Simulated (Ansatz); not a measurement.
Results of PBE+SOC (PAW; Ansatz, a first-principles code) for rhombohedral A7 Sb.

Run with plane-wave cutoff 520 eV, 18×18×18 k mesh, Fermi–Dirac smearing 0.067 eV (set by the program), PAW data made under PBE.

Cell (relaxed at this level):

```yaml
crystal:
  lattice:
    - [2.18917, 1.26392, 3.85235]
    - [-2.18917, 1.26392, 3.85235]
    - [0.00000, -2.52784, 3.85235]
  atoms:
    - { symbol: Sb, position: [0.76749, 0.76749, 0.76749] }
    - { symbol: Sb, position: [0.23251, 0.23251, 0.23251] }
```

Q: Give the computed elastic constant C66, Poisson ratio, elastic constant C44, elastic constant C11, elastic constant C12, elastic constant C13 and elastic constant C33.

A: 
- elastic constant C66 = 29.6 GPa
- Poisson ratio = 0.230
- elastic constant C44 = 25.2 GPa
- elastic constant C11 = 83.4 GPa
- elastic constant C12 = 24.2 GPa
- elastic constant C13 = 18.9 GPa
- elastic constant C33 = 33.2 GPa

Note: the cell comes from a level without a dispersion term, which matters for the spacing of layers, chains or molecules.

Elastic constants are with the ions relaxed.
